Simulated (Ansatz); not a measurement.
Write a Python script for Ansatz 0.2.0, Python API that makes a rigid torsion scan of C2H5NO, SMILES CN=CO. Use (for the species named): r2SCAN, 6-31G* basis, multiplicity 1.

```xyz
9

C     0.6131    0.8846   -0.7002
N     0.1995    0.2167    0.5104
C    -0.5593   -0.8041    0.3063
O    -0.8249   -1.4977    1.3879
H     1.6565    0.9498   -0.8258
H     0.1563    0.4954   -1.6255
H     0.2301    1.9631   -0.6502
H    -0.8751   -1.2032   -0.6293
H    -0.5076   -1.0508    2.2093
```

`torsion_c2h5no.py`:
```python
# -*- coding: utf-8 -*-
"""Energy of C2H5NO as one group turns about a bond."""

import ansatz as az
from ase import Atoms


def main():
    atoms = Atoms(["C", "N", "C", "O", "H", "H", "H", "H", "H"], positions=[
        [0.6131, 0.8846, -0.7002],
        [0.1995, 0.2167, 0.5104],
        [-0.5593, -0.8041, 0.3063],
        [-0.8249, -1.4977, 1.3879],
        [1.6565, 0.9498, -0.8258],
        [0.1563, 0.4954, -1.6255],
        [0.2301, 1.9631, -0.6502],
        [-0.8751, -1.2032, -0.6293],
        [-0.5076, -1.0508, 2.2093],
    ])

    # start the scan from a relaxed geometry
    first = (
        az.Crystal.molecule_from_ase(atoms).calculation()
        .basis(gaussian="6-31G*")
        .functional("r2scan")
        .relax(force_tolerance=0.02, max_steps=80)  # relax until the tolerances are met
    )
    atoms.positions = first.run().report["positions_ang"]

    start = atoms.get_dihedral(1, 2, 3, 8)
    energies = {}
    for turn in range(0, 360, 30):
        turned = atoms.copy()
        turned.set_dihedral(1, 2, 3, 8, start + turn, indices=[3, 8])
        calc = (
            az.Crystal.molecule_from_ase(turned).calculation()
            .basis(gaussian="6-31G*")
            .functional("r2scan")
        )
        energies[round((start + turn) % 360)] = calc.run().report["free_energy_ev"]
    floor = min(energies.values())
    print("dihedral N1-C2-O3-H8 (deg)   E - E(min) (kcal/mol)")
    for angle, e in sorted(energies.items()):
        print(f"{angle:8d} {23.060548 * (e - floor):14.3f}  " + "#" * int(30 * (e - floor) / max(max(energies.values()) - floor, 1e-9)))


if __name__ == "__main__":
    main()
```

```console
$ python torsion_c2h5no.py
dihedral N1-C2-O3-H8 (deg)   E - E(min) (kcal/mol)
       0          0.000
      30          3.261  #######
      60          9.634  ######################
      90         13.134  ##############################
     120         11.669  ##########################
     150          8.493  ###################
     180          7.088  ################
     210          8.502  ###################
     240         11.680  ##########################
     270         13.122  #############################
     300          9.585  #####################
     330          3.209  #######
```

The scan is rigid and the energies are electronic, in a modest basis. With rigid groups the curve can differ much from the relaxed path, the start wasn't checked as a minimum of this torsion, and equivalent turns needn't return to the same energy. Hardware and time: 63 s on 1 thread of Arm Neoverse V1, on a shared host, peak memory 0.22 GiB.

(A comment or docstring line of the script was reworded after the run, the code is as it ran.)
